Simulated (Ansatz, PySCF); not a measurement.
Reaction: C2H6S (SMILES S(C)C) → C2H6S (ethanethiol, SMILES SCC)
Each species at its own B3LYP-D3(BJ)/def2-TZVP minimum (Ansatz, a quantum-chemistry and plane-wave program), one conformer.

Total energies in hartree (Ansatz). Radicals and triplets start from unrestricted determinants; spin-orbit coupling is neglected. Cores are frozen in correlated methods. No relativity.

| species | HF/cc-pV(T+d)Z | CCSD(T)/cc-pV(T+d)Z | HF/cc-pV(Q+d)Z | CCSD(T)/cc-pV(Q+d)Z | CCSD(T)/cc-pV(D+d)Z | CCSDT(Q)/cc-pV(D+d)Z |
|---|---|---|---|---|---|---|
| 1: C2H6S (SMILES S(C)C) | -476.80438 | -477.40946 | -476.81330 | -477.45258 | -477.25546 | -477.25726 |
| 2: C2H6S (SMILES C(C)S) | -476.80680 | -477.41208 | -476.81570 | -477.45475 | -477.26037 | -477.26211 |

Q: Work out the isomerisation energy (enthalpy at 298 K, ideal-gas terms from PySCF's Hessians at B3LYP-D3(BJ)/def2-TZVP) in kcal/mol: take Hartree-Fock from cc-pV(Q+d)Z, extrapolate the CCSD(T) correlation energy as X^-3 (X = 3, 4), and add CCSDT(Q) - CCSD(T) in cc-pV(D+d)Z. The further terms named in the bracket sum to -0.00093 hartree. 1 hartree = 627.51 kcal/mol.

A: 
Species 1: correlation (64·(-0.63928) - 27·(-0.60508))/37 = -0.66424; step -0.00180; E1 = -476.81330 + (-0.66424) + (-0.00180) = -477.47934
Species 2: correlation (64·(-0.63905) - 27·(-0.60528))/37 = -0.66369; step -0.00174; E2 = -476.81570 + (-0.66369) + (-0.00174) = -477.48113
-1·E1 +1·E2 -0.00093 = -0.00272 hartree = -1.7 kcal/mol. From measured enthalpies of formation at 298 K: -2.2 kcal/mol (G2/97 table in ASE (Curtiss et al.)). The calculations leave out spin-orbit terms. The composite differs from it by +0.5 kcal/mol; core, relativistic and spin-orbit terms are not in it.
